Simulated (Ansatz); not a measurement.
A displaced shape of singlet CF4:

```xyz
5

C     0.0393   -0.0309   -0.0016
F     0.7939    0.7959    0.7572
F     0.7448   -0.7668   -0.7124
F    -0.7321    0.7443   -0.7985
F    -0.7794   -0.7377    0.8000
```

It was optimised with HF/def2-SVP in Ansatz (development build ahead of 0.2.0) to forces under 0.001 eV/Å, with restricted orbitals. Each step stands on the lowest determinant of that kind that the program's search found.

Q: What shape does it relax to, and how does the optimisation go?

A:

```xyz
5

C     0.0133    0.0010    0.0089
F     0.7651    0.7652    0.7362
F     0.7571   -0.7813   -0.7072
F    -0.7201    0.7315   -0.7699
F    -0.7490   -0.7115    0.7767
```

Bond lengths: C1–F2 1.295 Å, C1–F3 1.295 Å, C1–F4 1.295 Å, C1–F5 1.295 Å. Angles: F2–C1–F3 109.5°, F2–C1–F4 109.5°, F2–C1–F5 109.5°, F3–C1–F4 109.5°, F3–C1–F5 109.5°, F4–C1–F5 109.5°.

| step | E − E(start) (eV) | largest force (eV/Å) |
| --- | --- | --- |
| 1 | 0.0000 | 3.5154 |
| 2 | -0.2401 | 1.7856 |
| 3 | -0.2985 | 0.1528 |
| 4 | -0.2994 | 0.0310 |
| 5 | -0.2994 | 0.0028 |
| 6 | -0.2994 | 0.0007 |

The optimisation ended after 6 steps with its threshold met.
